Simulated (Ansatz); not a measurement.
Compare A (`C/C=C(\F)OC`) with its isomer B (`C=C(F)C(C)O`).

Isolated molecules relaxed with PBE0-D4/def2-TZVP in Ansatz; ΔE leaves out vibrations. CBS: MP2 limit from def2 TZ/QZ plus the TZ coupled-cluster correction, frozen cores. DFT in def2-TZVPP. B3LYP here is the variant with VWN-RPA as its local correlation; programs differ in this. Each species was taken in one conformer, which may not be the lowest.

Which isomer does CCSD(T)/CBS put lower? Give the gap. (Best estimate.)

Ansatz gave: B, by 7.6 kcal/mol.

Give E(B) − E(A) in kcal/mol with B3LYP-D4, B2PLYP, ωB97M-V, HF/def2-TZVPP, CCSD(T)/def2-TZVPP, r2SCAN-D4, PBE-D4. (Estimate.)

Computed: B3LYP-D4 -4.6, B2PLYP -5.1, ωB97M-V -6.3, HF/def2-TZVPP -4.3, CCSD(T)/def2-TZVPP -6.9, r2SCAN-D4 -5.0, PBE-D4 -4.5. None reverses the order clearly.

Largest T1 diagnostic: 0.011.

In def2-TZVPP, CCSD(T) changes the Hartree–Fock value by −2.6 kcal/mol (the triples alone add −0.1 kcal/mol) and MP2 by −2.9 kcal/mol. From PBE to PBE0 (25 % exact exchange), in def2-TZVPP and without D4, E(B) − E(A) moves by −0.7 kcal/mol.
